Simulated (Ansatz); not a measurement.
**F2 (fluorine) at HF/3-21G**

What is the vertical singlet–triplet gap of F2 (fluorine) at HF/3-21G? 

Program for the calculation: Ansatz 0.2.0.

18 further runs of the same task are left out: 18 set aside as unsound or not needed.

**1. The system as given**

The species is F2 (2 atoms), meant as a singlet with charge 0. SMILES: `FF`. Geometry: relaxed at PBE0-D4/def2-TZVP.

Bond lengths: F1–F2 1.376 Å.

**2. The energy at HF/3-21G**

molecule.yaml

```yaml
crystal:
  periodic: [false, false, false]
  atoms:
    - {symbol: F, position_ang: [-0.583900, 0.212400, -0.295000]}
    - {symbol: F, position_ang: [0.583900, -0.212400, 0.295000]}
basis:
  gaussian:
    orbitals: 3-21G.json
output: {orbitals: {seedname: orbitals}}
accuracy: high
hamiltonian:
  xc: hf
```

The basis set 3-21G is read from a file made from the Basis Set Exchange's data (not shown).

Command:

```bash
ansatz run molecule.yaml --threads 1 --pin off --max-ram 3480MiB --events-out events.jsonl --progress --plain --runs-dir runs
```

The program printed:

```text
Warning: RAYON_NUM_THREADS=1 ignored (pool sized by the plan → 1); use --threads N
Functional definition: HF
  name "HF"
  exchange = exact_x
  correlation = 0
274 factors; integrals over basis functions are off by at most 5.5e-9 eV
mean field evaluation 1: about -5377.7444 eV, gradient 1.4e1 eV
mean field evaluation 2: about -5377.7468 eV, gradient 1.4e1 eV
mean field evaluation 4: about -5378.1503 eV, gradient 9.1e-1 eV
mean field evaluation 8: about -5378.1517 eV, gradient 1.1e-3 eV
mean field -5378.15166134 eV, -197.6434281122 hartree, gradient 8.9e-8 eV, S^2 0.000000; 0 other end points of the search recorded, 0 dependent functions left out
reference -5378.15166134 eV, -197.6434281122 hartree; 9, 9 occupied and 9, 9 virtual orbitals, 274 factors
Total energy: -5378.15166134 eV, -197.6434281122 hartree
```

Wall time 0.1 s (1 thread of Intel Xeon Platinum 8488C (Sapphire Rapids), shared host).

**3. The triplet, same level**

run.yaml

```yaml
basis:
  gaussian: {orbitals: 3-21G.json}
crystal:
  periodic: [false, false, false]
  atoms:
    - {symbol: F, position_ang: [-0.583900, 0.212400, -0.295000]}
    - {symbol: F, position_ang: [0.583900, -0.212400, 0.295000]}
magnetization: {spin_polarized: true, initial_magnetization: 2}
hamiltonian: {xc: hf}
accuracy: high
output: {orbitals: {seedname: orbitals}}
```

The basis set 3-21G is read from a file made from the Basis Set Exchange's data (not shown).

Command:

```bash
ansatz run run.yaml --threads 1 --pin off --max-ram 3480MiB --events-out events.jsonl --progress --plain --runs-dir runs
```

The program printed:

```text
Warning: RAYON_NUM_THREADS=1 ignored (pool sized by the plan → 1); use --threads N
[... 4 set-up lines as earlier in the session ...]
274 factors; integrals over basis functions are off by at most 5.5e-9 eV
mean field evaluation 1: about -5374.2518 eV, gradient 9.1e0 eV
mean field evaluation 2: about -5374.2836 eV, gradient 9.1e0 eV
mean field evaluation 4: about -5374.5948 eV, gradient 5.3e-1 eV
mean field evaluation 8: about -5374.5963 eV, gradient 1.1e-3 eV
mean field evaluation 16: about -5374.5963 eV, gradient 2.7e-6 eV
mean field evaluation 32: about -5374.9273 eV, gradient 1.6e-2 eV
mean field evaluation 64: about -5374.6750 eV, gradient 1.4e0 eV
mean field evaluation 96: about -5374.6084 eV, gradient 5.2e-1 eV
mean field -5374.92733647 eV, -197.5249363586 hartree, gradient 1.5e-8 eV, S^2 2.006804; 4 other end points of the search recorded, 0 dependent functions left out
reference -5374.92733647 eV, -197.5249363586 hartree; 10, 8 occupied and 8, 10 virtual orbitals, 274 factors
Total energy: -5374.92733647 eV, -197.5249363586 hartree
```

It took 0.18 s on 1 thread of Intel Xeon Platinum 8488C (Sapphire Rapids), shared host.

**4. Summary of results**

At HF/3-21G:

| quantity | value |
| --- | --- |
| singlet: total energy | -197.64343 Eh |
| singlet: HOMO energy | -17.27 eV |
| singlet: LUMO energy | 4.33 eV |
| singlet: HOMO–LUMO gap | 21.60 eV |
| triplet: total energy | -197.52494 Eh |
| triplet: HOMO energy (highest over α and β) | -13.62 eV |
| triplet: LUMO energy (lowest over α and β) | 1.71 eV |
| triplet: ⟨S²⟩ | 2.007 |
| vertical energy of the triplet above the singlet | 3.224 eV |

**Reading.** At this shape the triplet lies 3.22 eV (74 kcal/mol) above the singlet.
